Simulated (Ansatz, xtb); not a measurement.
## Ligand exchange: NaCl + SiH2(CH3)(NH2) → NaNH2 + SiH2(CH3)Cl

Gas-phase species: NaCl, singlet; SiH2(CH3)(NH2), singlet; NaNH2 `[NH2][Na]`, singlet; SiH2(CH3)Cl ((chlorosilyl)methane), singlet. The partners trade Cl for NH2: Na–Cl and Si–NH2 bonds give way to Na–NH2 and Si–Cl.

Shapes, held fixed at every level: PBE0-D4/def2-TZVP. Flexible molecules stand in one conformer, not always the lowest. Programs: Ansatz 0.2.0, xtb 6.7.1. The zero-point and thermal change to 298 K, harmonic and unscaled (PBE0-D4/def2-TZVP), is -6.2 kJ/mol.

(1) Estimate ΔH(298 K) of this reaction.

## Answers

(1) The highest level, CCSD(T)/def2-TZVPP, gives ΔH(298 K) = +161.8 kJ/mol; the levels span +148.7 to +194.6. The column of differences is taken from that level and isn't an error. No measured value is set beside it here. Outer-core shells of Na are correlated, in sets that cover them unevenly. Sets without diffuse functions underbind ionic bonds of s-block metals.

```csv
level,kind,ΔH(298 K) (kJ/mol),less CCSD(T)/def2-TZVPP
GFN2-xTB,semi-empirical,+183.8,+22.0
HF/def2-TZVPP,Hartree–Fock,+194.6,+32.8
PBE-D4/def2-TZVPP,GGA,+148.7,-13.1
r2SCAN0-D4/def2-TZVPP,global hybrid,+171.6,+9.8
wB97M-V/def2-TZVPP,range-separated hybrid,+162.7,+0.9
wB97X-V/def2-TZVPP,range-separated hybrid,+166.3,+4.5
B2PLYP/def2-TZVPP,double hybrid,+161.6,-0.2
MP2/def2-SVP,perturbation theory,+170.0,+8.2
CCSD(T)/def2-TZVPP,coupled cluster or CI,+161.8,0.0
```
